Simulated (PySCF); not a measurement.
This PySCF input (HF/aug-pcseg-2) gives -115.86249 Eh with 230 basis functions.

```python
import numpy as np, basis_set_exchange as bse
from pyscf import gto, scf, dft, df

basis = {'C': gto.basis.parse(bse.get_basis('aug-pcseg-2', elements=['C'], fmt='nwchem')), 'H': gto.basis.parse(bse.get_basis('aug-pcseg-2', elements=['H'], fmt='nwchem'))}
mol = gto.M(
    atom='''
    C    -0.00541272    0.00514807    0.86088345
    C    -0.00020344   -0.64634739   -0.49579893
    C     0.00648613    0.64037189   -0.50345144
    H     0.90225350    0.00400638    1.46236727
    H    -0.92057007    0.01341463    1.45085018
    H    -0.00162276   -1.57792247   -1.03216063
    H     0.01471952    1.56546606   -1.05085530
    ''',
    basis=basis,
    charge=0,
    verbose=4,
    max_memory=8640,
)
mf = scf.RHF(mol)
mf = mf.density_fit(auxbasis=df.autoaux(mol))
mf.conv_tol = 1e-9
mf.max_cycle = 100
print('smallest overlap eigenvalue', np.linalg.eigvalsh(mol.intor('int1e_ovlp'))[0])
mf.kernel()
dip = mf.dip_moment()
```

Change:
```diff
- basis = {'C': gto.basis.parse(bse.get_basis('aug-pcseg-2', elements=['C'], fmt='nwchem')), 'H': gto.basis.parse(bse.get_basis('aug-pcseg-2', elements=['H'], fmt='nwchem'))}
+ basis = {'C': gto.basis.parse(bse.get_basis('6-311G**', elements=['C'], fmt='nwchem')), 'H': gto.basis.parse(bse.get_basis('6-311G**', elements=['H'], fmt='nwchem'))}
```

Q: What does the run give now?

A: -115.85159 Eh (HF/6-311G**, 78 functions), a change of +10.90 mEh.
